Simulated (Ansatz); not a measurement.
Input and output for `O[SiH2][AlH2]`.

```yaml
crystal:
  periodic: [false, false, false]
  atoms:
    - {symbol: O, position_ang: [-1.713831, 0.101176, -0.693089]}
    - {symbol: Si, position_ang: [-0.214277, 0.675447, -0.269878]}
    - {symbol: Al, position_ang: [1.101276, -1.159127, 0.706314]}
    - {symbol: H, position_ang: [-2.324006, 0.726528, -1.087368]}
    - {symbol: H, position_ang: [0.476948, 1.262937, -1.462576]}
    - {symbol: H, position_ang: [-0.343224, 1.818661, 0.690423]}
    - {symbol: H, position_ang: [2.590283, -0.856920, 1.178058]}
    - {symbol: H, position_ang: [0.519131, -2.625800, 0.882216]}
basis:
  gaussian: {orbitals: def2-TZVP, nuclear_model: gaussian}
hamiltonian: {xc: {name: RPBE}, dispersion: d3bj}
output: {forces: true}
```

```sh
$ ansatz run in.yaml --threads 2 --pin off --events-out ev --progress --plain --max-ram 4352MiB
```

Shortened log:

```
Functional definition: RPBE
  name "RPBE"
  cite "Hammer, Hansen & Nørskov, Phys. Rev. B 59, 7413 (1999) doi:10.1103/PhysRevB.59.7413"
  cite "Perdew, Burke & Ernzerhof, Phys. Rev. Lett. 77, 3865 (1996) doi:10.1103/PhysRevLett.77.3865"
  parameter kappa = 0.804
  parameter beta = 0.06672455060314922
  exchange = rpbe_x(kappa = kappa, mu = beta*pi^2/3)
  correlation = pbe_c(beta = beta)
882 factors; their error is unknown
mean field evaluation 1: about -16596.6096 eV, gradient 6.1e1 eV
mean field evaluation 2: about -16516.9607 eV, gradient 1.6e2 eV
mean field evaluation 4: about -16603.0800 eV, gradient 7.5e0 eV
mean field evaluation 8: about -16603.2480 eV, gradient 1.4e-1 eV
mean field evaluation 16: about -16603.2362 eV, gradient 8.9e-5 eV
mean field -16603.23618914 eV, -610.1576758733 hartree, gradient 1.4e-5 eV, S^2 0.000000; 0 other end points of the search recorded, 0 dependent functions left out
the calculation of the forces begins
reference -16603.23623720 eV, -610.1576776394 hartree; 20, 20 occupied and 115, 115 virtual orbitals, 882 factors
Total energy: -16604.14080127 eV, -610.1909197560 hartree
Atom 0 at    -1.713831     0.101176    -0.693089 Å, force    -0.277542    -0.649826     0.062458 eV/Å
Atom 1 at    -0.214277     0.675447    -0.269878 Å, force     0.486948    -0.000398     0.185269 eV/Å
Atom 2 at     1.101276    -1.159127     0.706314 Å, force    -0.124703     0.173010    -0.092338 eV/Å
Atom 3 at    -2.324006     0.726528    -1.087368 Å, force    -0.310376     0.374578    -0.215074 eV/Å
Atom 4 at     0.476948     1.262937    -1.462576 Å, force     0.116771     0.081885    -0.142682 eV/Å
Atom 5 at    -0.343224     1.818661     0.690423 Å, force     0.012731     0.152713     0.131361 eV/Å
Atom 6 at     2.590283    -0.856920     1.178058 Å, force     0.161345     0.034501     0.051087 eV/Å
Atom 7 at     0.519131    -2.625800     0.882216 Å, force    -0.065174    -0.166464     0.019920 eV/Å
Dipole moment:    -0.109032     0.178050    -0.087808 e Å
```

Hardware: 2 threads of an Arm Neoverse N1 on a shared host. Wall time 2.8 s, peak host memory 0.14 GiB.
